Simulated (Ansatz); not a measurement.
input.yaml (Ansatz)

```yaml
crystal:
  lattice:
    - [3.6503876889, 0.0, 0.0]
    - [-1.8251938445, 3.1613284723, 0.0]
    - [0.0, 0.0, 5.8554032913]
  atoms:
    - { symbol: Tb, position: [0.3333333333, 0.6666666667, 0.25], spin: 5.945 }
    - { symbol: Tb, position: [0.6666666667, 0.3333333333, 0.75], spin: -5.945 }
hamiltonian:
  xc: revpbe
  pseudopotentials:
    kind: paw
    azcp:
      Tb: "pseudopotentials/Tb.paw.azcp"
basis:
  ecutwfc: 420
  fft_grid_basis: typed
kpoints:
  mp_grid: { grid: [13, 13, 7], shift: [0, 0, 0] }
magnetization:
  spin_polarized: true
scf:
  occupations: { method: fermi_dirac, width: 0.05 }
```

Terminal output

```
Engine: ansatz 0.2.0, x86_64-unknown-linux-gnu
Pseudopotentials: kind: paw
Pseudopotential: Tb, paw, valence charge 19, recommended cutoff 420 eV (normal) 
Functional definition: revPBE
  parameter kappa = 1.245
  parameter beta = 0.06672455060314922
  exchange = pbe_x(kappa = kappa, mu = beta*pi^2/3)
  correlation = pbe_c(beta = beta)
Crystal: 2 atoms, lattice volume = 67.572 Å³
Basis set: ecut = 420 eV, 1315 PW (Γ)
Bands: 30, of which v1, the nominal top of the filled ones, is band 19 counted from 1 (18 counted from 0)
Symmetry: 12 space group operations
Space group: P-6m2 (ITA 187), of the structure as read, at distance tolerance 4.1e-5 Å
Magnetic group: BNS 194.267 (UNI 1497), of the structure as read, at distance tolerance 4.1e-5 Å
k-points: 84 of 1183 (time reversal used)
Non-local potential: Tb, projectors of the file, l = 0: 3, l = 1: 2, l = 2: 2, l = 3: 3
PAW form: soft (Blöchl's): semilocal exchange-correlation on the pseudo side does not see the compensation charge
PAW frozen core: Tb, regenerated for the run's functional, and the local potential with it (the file was generated under x = pbe(κ = 0.804, μ = 0.2195149727645171), c = pbe(β = 0.06672455060314922))
PAW one-centre angular grid: Tb, 590 points (default); XC on 64 Gauss nodes
Initial density: superposition of atomic densities (chi_scale 0.1, normalization cell)
Starting moments: Σ|m| = 11.89 μB on 2 of 2 sites
Starting magnetic order: antiferromagnet; an inversion exchanges its spin sublattices: spin-degenerate at every k-point
Initial wavefunctions: pseudopotential atomic-orbital guess
Functional: x = revpbe(κ = 1.245, μ = 0.2195149727645171), c = pbe(β = 0.06672455060314922)
SCF iter   1: F=—  HF=-19905.353826 eV  |F-HF|=—  |Δ(HF+E_count)|=         —  Δρ=2.17e-2 (↑2.17e-2 ↓2.17e-2)  dr2=5.01e-1  dr2_m=1.62e-1  M=-0.000 μB ∫|m|=11.815 μB  β_m=0.30  ethr=3.10e-3  ⟨swp⟩=5.8  Hψ=20301  notcnv=0
Mixer restart at iter 1: flushing history
spin=Collinear: Kerker preconditioning applied to the charge; magnetization (m = ρ↑ − ρ↓) channel mixes plain (no charge-response kernel on spin).
SCF iter   2: F=—  HF=-19904.593472 eV  |F-HF|=—  |Δ(HF+E_count)|=   7.60e-1  Δρ=1.73e-2 (↑1.73e-2 ↓1.73e-2)  dr2=2.71e-1  dr2_m=1.21e-1  M=0.000 μB ∫|m|=11.864 μB  β_m=0.53  ethr=1.32e-3  ⟨swp⟩=3.8  Hψ=10780  notcnv=0
SCF iter   3: F=—  HF=-19904.391471 eV  |F-HF|=—  |Δ(HF+E_count)|=   2.02e-1  Δρ=1.13e-2 (↑1.13e-2 ↓1.13e-2)  dr2=2.41e-1  dr2_m=2.26e-2  M=-0.000 μB ∫|m|=12.086 μB  β_m=0.52  ethr=7.14e-4  ⟨swp⟩=3.0  Hψ=10767  notcnv=0
...
SCF iter  15: F=—  HF=-19903.269000 eV  |F-HF|=—  |Δ(HF+E_count)|=   1.59e-5  Δρ=6.61e-5 (↑5.86e-5 ↓6.61e-5)  dr2=1.43e-6  dr2_m=2.04e-6  M=0.001 μB ∫|m|=12.078 μB  β_m=0.87  ethr=4.61e-8  ⟨swp⟩=2.0  Hψ=8385  notcnv=0  defer=17
SCF iter  16: F=—  HF=-19903.576724 eV  |F-HF|=—  |Δ(HF+E_count)|=         —  Δρ=8.98e-3 (↑4.83e-4 ↓8.98e-3)  dr2=8.23e-3  dr2_m=1.26e-2  M=0.056 μB ∫|m|=12.107 μB  β_m=1.00  ethr=3.77e-9  ⟨swp⟩=3.3  Hψ=10487  notcnv=0  defer=17
Mixer restart at iter 16: flushing history
SCF iter  17: F=—  HF=-19903.228723 eV  |F-HF|=—  |Δ(HF+E_count)|=   3.48e-1  Δρ=1.07e-3 (↑5.78e-4 ↓1.07e-3)  dr2=4.88e-4  dr2_m=1.62e-4  M=0.097 μB ∫|m|=12.125 μB  β_m=0.87  ethr=1.32e-4  ⟨swp⟩=2.4  Hψ=8892  notcnv=0  defer=17
SCF iter  18: F=—  HF=-19903.229774 eV  |F-HF|=—  |Δ(HF+E_count)|=   1.05e-3  Δρ=5.94e-4 (↑5.66e-4 ↓5.94e-4)  dr2=5.20e-4  dr2_m=6.80e-5  M=0.124 μB ∫|m|=12.137 μB  β_m=0.83  ethr=1.29e-6  ⟨swp⟩=2.3  Hψ=10406  notcnv=0  defer=17
SCF iter  19: F=—  HF=-19903.229967 eV  |F-HF|=—  |Δ(HF+E_count)|=         —  Δρ=4.03e-4 (↑3.24e-4 ↓4.03e-4)  dr2=1.73e-4  dr2_m=4.23e-5  M=0.139 μB ∫|m|=12.143 μB  ethr=1.29e-6  ⟨swp⟩=2.1  Hψ=10187  notcnv=0  defer=16
Mixer restart at iter 19: flushing history
SCF iter  20: F=—  HF=-19903.269009 eV  |F-HF|=—  |Δ(HF+E_count)|=         —  Δρ=3.79e-5 (↑3.79e-5 ↓2.19e-5)  dr2=1.24e-6  dr2_m=2.90e-7  M=0.000 μB ∫|m|=12.080 μB  β_m=0.83  ethr=3.77e-9  ⟨swp⟩=7.7  Hψ=20291  notcnv=0  defer=15
SCF iter  21: F=—  HF=-19903.269010 eV  |F-HF|=—  |Δ(HF+E_count)|=   7.20e-7  Δρ=1.83e-5 (↑6.12e-6 ↓1.83e-5)  dr2=1.90e-7  dr2_m=6.25e-8  M=0.000 μB ∫|m|=12.080 μB  β_m=0.82  ethr=3.27e-9  ⟨swp⟩=2.0  Hψ=9636  notcnv=0  defer=14
SCF iter  22: F=—  HF=-19903.269010 eV  |F-HF|=—  |Δ(HF+E_count)|=   4.84e-8  Δρ=1.54e-5 (↑1.54e-5 ↓1.19e-5)  dr2=3.91e-7  dr2_m=3.21e-8  M=0.000 μB ∫|m|=12.080 μB  β_m=0.73  ethr=4.99e-10  ⟨swp⟩=2.5  Hψ=8870  notcnv=0  defer=14
SCF iter  23: F=—  HF=-19903.269010 eV  |F-HF|=—  |Δ(HF+E_count)|=   1.34e-8  Δρ=5.59e-6 (↑3.09e-6 ↓5.59e-6)  dr2=2.36e-8  dr2_m=8.85e-9  M=0.000 μB ∫|m|=12.080 μB  β_m=0.86  ethr=4.99e-10  ⟨swp⟩=2.0  Hψ=8439  notcnv=0  defer=14
SCF iter  24: F=—  HF=-19903.269010 eV  |F-HF|=—  |Δ(HF+E_count)|=   3.45e-8  Δρ=3.43e-6 (↑2.73e-6 ↓3.43e-6)  dr2=2.05e-8  dr2_m=9.69e-10  M=0.000 μB ∫|m|=12.081 μB  β_m=0.73  ethr=6.22e-11  ⟨swp⟩=2.0  Hψ=8557  notcnv=0  defer=14
SCF iter  25: F=—  HF=-19903.269010 eV  |F-HF|=—  |Δ(HF+E_count)|=   7.99e-9  Δρ=2.55e-6 (↑2.55e-6 ↓1.69e-6)  dr2=8.82e-9  dr2_m=1.06e-9  M=0.000 μB ∫|m|=12.081 μB  β_m=0.73  ethr=5.39e-11  ⟨swp⟩=2.0  Hψ=8386  notcnv=0  defer=14
SCF iter  26: F=—  HF=-19903.269010 eV  |F-HF|=—  |Δ(HF+E_count)|=   2.68e-9  Δρ=7.91e-7 (↑7.91e-7 ↓4.28e-7)  dr2=4.73e-10  dr2_m=1.67e-10  M=0.000 μB ∫|m|=12.081 μB  β_m=0.87  ethr=2.32e-11  ⟨swp⟩=2.0  Hψ=8401  notcnv=0  defer=14
SCF iter  27: F=-19903.269010 eV  HF=-19903.269010 eV  |F-HF|=6.89e-9  |Δ(HF+E_count)|=   1.09e-9  Δρ=3.07e-6 (↑2.04e-6 ↓3.07e-6)  dr2=7.12e-9  dr2_m=2.19e-9  M=0.000 μB ∫|m|=12.081 μB  ethr=1.24e-12  ⟨swp⟩=1.2  Hψ=14177  notcnv=0
SCF 1 converged in 27 iterations: F = -19903.269010 eV  dr2 = 7.12e-9
SCF converged after 27 iterations
Magnetization: 0.0001 μB (19.0000 up, 19.0000 down)
Absolute magnetization: 12.0806 μB (∫|ρ↑−ρ↓|, with the PAW one-centre terms)
Spin contamination: 5.7823 ħ² per cell (⟨S²⟩ above its minimum at these occupations)
Per-site moments (μB) at R_I (Å): [(5.945131597904473, 1.4880455776686994), (-5.945085636402742, 1.4880455776686994)]
Free energy (F): -19903.269010 eV
Harris-Foulkes:  -19903.269010 eV  (|F-HF|=6.89e-9)
Internal energy: -19903.179809 eV  (E = F + TS)
E sigma→0 (E₀):  -19903.224409 eV
Entropy (-TS):   -0.089201 eV (-44.600 meV/atom)
Fermi energy:    11.692728 eV
--- Per-component energies (eV) ---
  E_band       = -60.090444
  E_kinetic    = 701.663295
  E_local      = -5815.700758  (includes V_loc(G=0)·N_el)
  E_nonlocal   = 1334.102227
  E_hartree    = 2348.049310
  E_xc         = -376.866082
  E_vxc        = -406.985345  (∫ρ·V_xc dr)
  E_paw        = -13450.358562  (= ΣΔE_a)
  E_vpaw       = -569.276316  (= ΣTr[D̂ρ^β])
  E_aug_tail   = -0.000010  (compensation charges beyond the density's cutoff)
  E_ewald      = -4643.872850
  E_core_change = -0.196378  (= ΣΔE_core)
  E_smearing   = -0.089201  (= −TS)
  E_closure    = -0.000000  (closes the sum)
  Σ components = -19903.269010   (vs F -19903.269010, Δ=0.00e0)
```

With an open f shell the SCF can settle in more than one state.
